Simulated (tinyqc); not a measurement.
Stretching all distances: RHF, UHF, MP2, CISD and CCSD against full CI in the sto-6g basis, for H2O, spin multiplicity 1. Computed by the program tinyqc with PySCF. All coordinates are multiplied by the scale. c0^2 is the weight of the RHF determinant in the lowest singlet FCI state (UHF is spin-contaminated and may lie near states of higher spin) and n(LUMO) the first natural occupation beyond the occupied space.

Geometry (angstrom):
```
atom       x        y       z
O     0.0000   0.0000  0.0000
H     0.0000   0.8050  0.4810
H     0.0000  -0.8050  0.4810
```

Full CI energy (hartree) and errors against it (kcal/mol):
```
scale  distance 1-2 (angstrom)     E(FCI)      RHF     UHF     MP2    CISD    CCSD  <S^2> UHF   c0^2  n(LUMO)
0.970                    0.910  -75.69901   26.656  26.656   7.443   0.323   0.082      0.000  0.979    0.022
1.390                    1.303  -75.64951   71.916  67.092  25.526   3.873   0.444      0.483  0.888    0.127
1.600                    1.500  -75.58113  108.934  54.870  40.403  10.122   0.638      1.286  0.788    0.248
1.810                    1.697  -75.52679  154.125  32.971  57.246  20.941  -0.597      1.659  0.655    0.412
2.010                    1.885  -75.49348  201.549  17.153  74.277  34.649  -5.134      1.833  0.509    0.582
```

Estimate the missing row, scale = 1.18.

Computed row:
```
scale  distance 1-2 (angstrom)     E(FCI)     RHF     UHF     MP2   CISD   CCSD  <S^2> UHF   c0^2  n(LUMO)
1.180                    1.107  -75.71014  44.558  44.558  14.376  1.181  0.196      0.000  0.949    0.056
```

UHF parts from RHF first at scale 1.39 of those listed, where <S^2> leaves zero. The weight c0^2 goes from 0.98 to 0.51 and n(LUMO) from 0.02 to 0.58: static correlation grows as the bonds break into open-shell fragments. The spread of the error along the curve, which distorts its shape, is CCSD 5.8, CISD 34.3, UHF 49.9, MP2 66.8, RHF 174.9 kcal/mol. Below FCI somewhere: CCSD, as non-variational methods may be.
